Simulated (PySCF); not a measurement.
# Energy of Mg (magnesium, neutral) between two integer charges

The 3s beta orbital of [Ne] 3s2 is emptied in steps (occupation f), with all orbitals relaxed, ending at [Ne] 3s1. All numbers are calculated (PySCF 2.14, no relativity, point nucleus, in def2-SVP). The exact energy is a straight line in f; departures are measured from the line between the end points of the same method.

| f | UHF (eV) | LDA (eV) | PBE (eV) | PBE0 (eV) | r2SCAN (eV) | BHandHLYP (eV) | CAM-B3LYP (eV) | BLYP (eV) |
| --- | --- | --- | --- | --- | --- | --- | --- | --- |
| 1 | 0.000 | 0.000 | 0.000 | 0.000 | 0.000 | 0.000 | 0.000 | 0.000 |
| 0.8 | 0.038 | -0.478 | -0.474 | -0.345 | -0.412 | -0.255 | -0.206 | -0.499 |
| 0.6 | 0.052 | -0.719 | -0.713 | -0.519 | -0.609 | -0.390 | -0.317 | -0.755 |
| 0.4 | 0.048 | -0.718 | -0.714 | -0.519 | -0.599 | -0.399 | -0.327 | -0.759 |
| 0.2 | 0.029 | -0.477 | -0.473 | -0.342 | -0.395 | -0.273 | -0.227 | -0.506 |
| 0 | 0.000 | 0.000 | 0.000 | 0.000 | 0.000 | 0.000 | 0.000 | 0.000 |

Question: For PBE, how does the orbital energy at f = 1 compare with the removal energy?

Answer: −ε = 4.696 eV against a total-energy difference of 7.639 eV. By Janak's theorem ε = ∂E/∂f, so the gap between them reflects the curvature. Along the path −ε is 5.851 (f = 0.8), 7.033 (f = 0.6), 8.236 (f = 0.4), 9.463 (f = 0.2) eV.

```tsv
method	E(f=0) − E(f=1) (eV)	−ε at f=1 (eV)	−ε at f=0.4 (eV)
UHF	6.588	6.846	6.529
LDA	7.743	4.769	8.351
PBE	7.639	4.696	8.236
PBE0	7.559	5.412	7.998
r2SCAN	7.378	4.785	7.924
BHandHLYP	7.566	6.002	7.848
CAM-B3LYP	7.728	6.471	7.942
BLYP	7.658	4.565	8.275
```

Reference removal energy between the ground levels: 7.646 eV (measured; NIST Atomic Spectra Database, ionization energies). UHF lacks correlation.
